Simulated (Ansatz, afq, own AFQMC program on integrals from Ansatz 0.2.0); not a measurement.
**CH⁺, singlet in cc-pVTZ, levels against full CI**

```xyz
2

C     0.0000    0.0000    0.0000
H     0.0000    0.0000    1.1404
```

Basis cc-pVTZ. Only valence electrons are correlated. Ansatz 0.2.0 and our own AFQMC program on the same integrals; the CISD trial comes from CCSD amplitudes, and released means the phaseless constraint is let go. ± is one standard error of the sampling.

Determinant: UHF, the one that the program's search chose, which needn't be the lowest solution. The geometry is a PBE0/def2-TZVP stationary point of this or a neighbouring charge and spin state.

Full CI on the same integrals is exact in this basis and with this determinant's frozen core.

Cautions: strong correlation (T1 0.170, weight of the determinant 0.72, largest double 0.13); unrestricted determinant spin contaminated (⟨S²⟩ 0.53 against 0.00); the released energies move by 1.5 errors or more from one time to the next, so no released level is given (meV from the phaseless value at times in 1/Eh: -21 ± 9 at 0.24, -14 ± 8 at 0.51, -11 ± 8 at 0.99, -40 ± 11 at 1.62, -18 ± 14 at 2.40), though the last usable value meets full CI within the noise.

- T1 diagnostic: 0.1700
- weight of the determinant in the CISD state: 0.718
- ⟨S²⟩ of the determinant: 0.526
- size of the correlated space: 4 electrons in 43 orbitals

Reference: full CI, correlation energy -2.902 eV. The cautions show a poor starting determinant, so the rows tell how each method copes with it here, and full CI is the sure value.

```tsv
level	E − E(reference) (kcal/mol)	share of correlation (%)
HF	66.93	0.00
MP2	23.24	65.28
CCSD	1.80	97.31
CCSD(T)	0.37	99.44
CCSDT	0.08	99.88
CCSDT(Q)	0.03	99.96
ph-AFQMC/HF	1.73 ± 0.71	97.42
ph-AFQMC/CISD	0.58 ± 0.14	99.13
```

CCSDT and higher add their correlation energy to the determinant of the CCSD(T) run, since their own runs factorise the integrals more tightly (a shift of under 2 meV).
